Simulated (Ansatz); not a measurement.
**Structure relaxation of Zr₃Si**

These are results of DFT r2SCAN, scalar-relativistic, plane waves, PAW in Ansatz 0.2.0, not measurements. Cutoff 500 eV, Γ-centred k mesh, Gaussian smearing, no spin polarisation in the final step.

This is the end of a relaxation of cell and atoms.

```yaml
crystal:
  lattice:
    - [6.09783, 0.00000, 0.00000]
    - [-3.04891, 5.28087, 0.00000]
    - [0.00000, 0.00000, 4.94807]
  atoms:
    - { symbol: Zr, position: [0.34515, 0.17257, 0.75000] }
    - { symbol: Zr, position: [0.82743, 0.17257, 0.75000] }
    - { symbol: Zr, position: [0.82743, 0.65485, 0.75000] }
    - { symbol: Zr, position: [0.65485, 0.82743, 0.25000] }
    - { symbol: Zr, position: [0.17257, 0.82743, 0.25000] }
    - { symbol: Zr, position: [0.17257, 0.34515, 0.25000] }
    - { symbol: Si, position: [0.66667, 0.33333, 0.25000] }
    - { symbol: Si, position: [0.33333, 0.66667, 0.75000] }
```

Energies over the elements count from the elements' standard structures at the same level, with no empirical corrections.

(1) What space group does it have?

(2) What is its formation energy per atom?

(3) Is it a metal?

Results:

(1) P6_3/mmc (No. 194). Conventional cell: a = 6.098 Å, c = 4.948 Å. Zr is coordinated by 8 Zr at 2.94–3.16 Å and 4 Si at 3.00–3.05 Å; Si has 12 Zr at 3.00–3.05 Å.

(2) -0.37 eV/atom.

(3) Yes, bands cross the Fermi level on the 6×6×8 mesh.

The final run used a 6×6×8 mesh on its 8-atom cell and 0.10 eV smearing. For metals, differences of a few meV/atom aren't resolved.

Cost: 2 runs of about 3.3 core-minutes in all, on Intel Xeon Platinum 8488C (Sapphire Rapids) (shared hosts).